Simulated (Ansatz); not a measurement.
PH4⁺, singlet: the ladder up to full CI

Geometry: a PBE0/def2-TZVP stationary point for this spin, not checked as a minimum.

```yaml
atoms:
  - { symbol: P, position_ang: [0.0000, 0.0000, 0.0000] }
  - { symbol: H, position_ang: [0.8072, 0.8103, 0.8085] }
  - { symbol: H, position_ang: [-0.8110, -0.8062, 0.8088] }
  - { symbol: H, position_ang: [-0.8063, 0.8070, -0.8126] }
  - { symbol: H, position_ang: [0.8101, -0.8111, -0.8047] }
```

Basis 6-31G; Ansatz 0.2.0. Only valence electrons are correlated (noble-gas cores frozen), which leaves 8 electrons in 16 orbitals. Prefix R: restricted or restricted open-shell reference. Active spaces: valence = (8e, 8o) chosen from the atoms' valence shells.

Full CI is exact within this basis and frozen core; it isn't the basis-set limit.

```
UHF ⟨S²⟩                          : 0.000
T1 diagnostic (RCCSD)             : 0.0039
largest doubles amplitude (RCCSD) : 0.051
```

```
                   level  E − E(full CI) (kJ/mol)  share of correlation (%)  wall time
                     RHF                    242.3                      0.00          –
                    RMP2                     65.5                     72.98          –
                    CISD                     11.6                     95.23     0.21 s
                   RCCSD                      2.7                     98.88          –
                RCCSD(T)                      0.7                     99.72     0.18 s
                 BCCD(T)                      0.7                     99.73     0.24 s
                  RCCSDT                      0.1                     99.96          –
                  CISDTQ                      0.2                     99.90     0.84 s
               RCCSDT(Q)                      0.0                    100.00     0.48 s
                 RCCSDTQ                      0.0                    100.00        2 s
  CASSCF (valence space)                     52.0                     78.53          –
  NEVPT2 (valence space)                     12.5                     94.86      2.1 s
  MRCISD (valence space)                      1.2                     99.49          –
MRCISD+Q (valence space)                      0.7                     99.72      2.8 s
```

The correlation energy at full CI, counted from RHF, is -2.511 eV. That run took 2.8 s on 1 thread of Arm Neoverse V1, shared host over 828,944 determinants.

Times hold each run's SCF and search for its determinant on a shared host, so for small cases they say little of a method's own cost; they ran on 1 thread of Arm Neoverse V1.

The full-CI state has the irrep A1 of C2v, in the program's axes (one component, if the state is degenerate).

Natural occupations of full CI about the gap: 1.982 1.965 1.965 1.965 0.029 0.026 0.026 0.026 0.004 0.004; effectively unpaired electrons, Σ n²(2−n)², 0.03.
